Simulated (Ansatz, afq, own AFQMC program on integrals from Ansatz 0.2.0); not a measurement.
# CH2N, quartet in cc-pVDZ, levels against CCSDT(Q)

```xyz
4

N    -0.0347    0.0000    0.8546
C     0.0780    0.0000   -0.7754
H    -0.2238   -1.0251   -1.3186
H    -0.2238    1.0251   -1.3186
```

Connectivity, by distances: N–CH2.

Basis cc-pVDZ. Noble-gas cores (and the filled d shells of Ga–Kr and In–Xe) are frozen. Integrals, coupled cluster, full CI and functionals: Ansatz 0.2.0; the random walks run on the same integrals in our own AFQMC program. The CISD trial takes its coefficients from CCSD amplitudes. Released means that phaseless walkers are propagated on without the constraint, phases kept. ± is one standard error of the sampling.

Determinant: UHF, the one that the program's search chose, which needn't be the lowest solution. The geometry is a point of a scan.

No full CI on the walks' own integrals is used here; CCSDT(Q) serves as the reference and is uncertain by about the last step of the cluster series.

Cautions: lower spins were not checked.

The T1 diagnostic is 0.0132 and the weight of the determinant in the CISD state is 0.896. The ⟨S²⟩ of the determinant is 3.772. The size of the correlated space is 11 electrons in 36 orbitals.

| level | correlation energy (eV) |
| --- | --- |
| MP2 | -5.7912 |
| CCSD | -6.8199 |
| CCSD(T) | -6.9886 |

Question: Estimate where phaseless AFQMC with a CISD trial lies against CCSD(T) on the same integrals.

Answer: 4.1 ± 1.0 kJ/mol below CCSD(T).

Reference: CCSDT(Q), correlation energy -7.029 eV. The released energy is read at 2.40 1/Eh (meV from the phaseless value at times in 1/Eh: -6 ± 12 at 0.24, -11 ± 10 at 0.51, -2 ± 11 at 0.99, 13 ± 16 at 1.62, 5 ± 17 at 2.40).

```json
{"level": "CCSD(T)", "E − E(reference) (kJ/mol)": "3.9", "share of correlation (%)": "99.42"}
{"level": "CCSDT", "E − E(reference) (kJ/mol)": "1.1", "share of correlation (%)": "99.84"}
{"level": "ph-AFQMC/HF", "E − E(reference) (kJ/mol)": "12.0 ± 4.6", "share of correlation (%)": "98.23"}
{"level": "ph-AFQMC/CISD", "E − E(reference) (kJ/mol)": "-0.1 ± 1.0", "share of correlation (%)": "100.02"}
{"level": "released AFQMC", "E − E(reference) (kJ/mol)": "0.4 ± 1.7", "share of correlation (%)": "99.94"}
```

A walk keeps the symmetry of its determinant, which the program's search chose and which needn't be the lowest solution, so a lower state of the same spin and another symmetry isn't excluded. Released energies are given only where the last usable release times agree within the noise; a slower fall can still hide under it.
